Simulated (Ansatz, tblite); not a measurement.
# The cluster InGa2: one state, many levels

Aim: run the doublet of the cluster InGa2 at one geometry on many levels, and compare frontier levels, spin and run time.

Program: Ansatz 0.2.0, Gaussian basis. Level of theory: as each input shows. These are calculated values, not measurements.

Levels to be run: GFN1-xTB, GFN2-xTB, PBE-D4/def2-TZVP, r2SCAN-D4/def2-TZVP, BLYP-D4/def2-TZVP, BHLYP-D4/def2-TZVP, PBE-QIDH/def2-TZVP, ωB97M-V/def2-TZVP, LDA/def2-TZVP, PBE-D4/def2-SVP, PBE0-D4/def2-SVP, PBE0-D4/def2-TZVPD, PBE-D4/def2-TZVPD, r2SCAN-D4/def2-TZVPD, CCSD(T)/def2-TZVPP, MP2/def2-TZVP, RPA/def2-TZVP.

## (1) The geometry

The doublet was relaxed beforehand with PBE0-D4/def2-TZVP. At that level it is the lowest of the isomers that a small search found.

3 atoms, charge 0, spin multiplicity 2.

Bond lengths: Ga1–Ga2 2.471 Å, Ga1–In3 2.818 Å, Ga2–In3 2.822 Å. Angles: Ga2–Ga1–In3 64.1°, Ga1–Ga2–In3 63.9°, Ga1–In3–Ga2 52.0°.

In takes a core potential in the def2 sets. No spin-orbit coupling is included.

PBE0-D4/def2-TZVP was run before; its log isn't repeated, and its numbers join the tables.

## (2) GFN1-xTB

Tight binding, by tblite at 300 K electronic temperature and without a spin-polarisation term:

```python
tblite.interface.Calculator('GFN1-xTB', numbers, positions, charge=0, uhf=1).singlepoint()
```

Energy -110.8618 eV; 0.002 s.

## (3) GFN2-xTB

Tight binding, by tblite at 300 K electronic temperature and without a spin-polarisation term:

```python
tblite.interface.Calculator('GFN2-xTB', numbers, positions, charge=0, uhf=1).singlepoint()
```

Energy -93.5398 eV; 0.002 s.

## (4) PBE-D4/def2-TZVP

start.molden holds the orbitals of an earlier run on this state, given as this run's starting guess.

in.yaml reads:

```yaml
crystal:
  periodic: [false, false, false]
  atoms:
    - {symbol: Ga, position_ang: [1.416773, 0.094082, 0.470698]}
    - {symbol: Ga, position_ang: [-0.371880, 1.180740, -0.843531]}
    - {symbol: In, position_ang: [-1.044893, -1.274823, 0.372833]}
basis:
  gaussian: {orbitals: def2-TZVP, initial_orbitals: start.molden}
magnetization: {spin_polarized: true, initial_magnetization: 1}
hamiltonian: {xc: pbe, dispersion: d4}
scf: {omitted_lower_state_checks: [starts]}
output: {orbitals: {seedname: orbitals}}
```

Started as:

```console
> ansatz run in.yaml --threads 4 --pin off --events-out ev --progress --plain --max-ram 3916MiB
```

The runs that follow: r2SCAN-D4/def2-TZVP; BLYP-D4/def2-TZVP; BHLYP-D4/def2-TZVP; PBE-QIDH/def2-TZVP; ωB97M-V/def2-TZVP; LDA/def2-TZVP; PBE-D4/def2-SVP; PBE0-D4/def2-SVP; PBE0-D4/def2-TZVPD; PBE-D4/def2-TZVPD; r2SCAN-D4/def2-TZVPD; CCSD(T)/def2-TZVPP; MP2/def2-TZVP; RPA/def2-TZVP.

**Question.** What will the summary of the whole plan be? Wanted: gap in def2-TZVP, named functionals, smallest and largest; correlation energy, CCSD(T)/def2-TZVPP; correlation energy, MP2/def2-TZVP; binding an atom, functionals in def2-TZVP; ⟨S²⟩ in def2-TZVP, named functionals, smallest and largest; PBE0 total energy, smallest basis above largest.

As calculated:

| quantity | value |
| --- | --- |
| gap in def2-TZVP, named functionals, smallest and largest | 0.15 eV (LDA), 4.87 eV (ωB97M-V) |
| correlation energy, CCSD(T)/def2-TZVPP | -18.79 eV |
| correlation energy, MP2/def2-TZVP | -18.16 eV |
| binding an atom, functionals in def2-TZVP | 0.90 (BHLYP-D4) to 1.45 eV (LDA) |
| ⟨S²⟩ in def2-TZVP, named functionals, smallest and largest | 0.752, 1.420 |
| PBE0 total energy, smallest basis above largest | 13.60 eV (def2-SVP, def2-TZVPD) |

Orbital gaps of the named functionals in def2-TZVP span 0.15 eV (LDA) to 4.87 eV (ωB97M-V); exact exchange widens it. Over the named functionals in def2-TZVP spin contamination reaches 0.67 (r2SCAN-D4), so some levels may describe another state. Notes on CCSD(T)/def2-TZVPP: spin contamination.
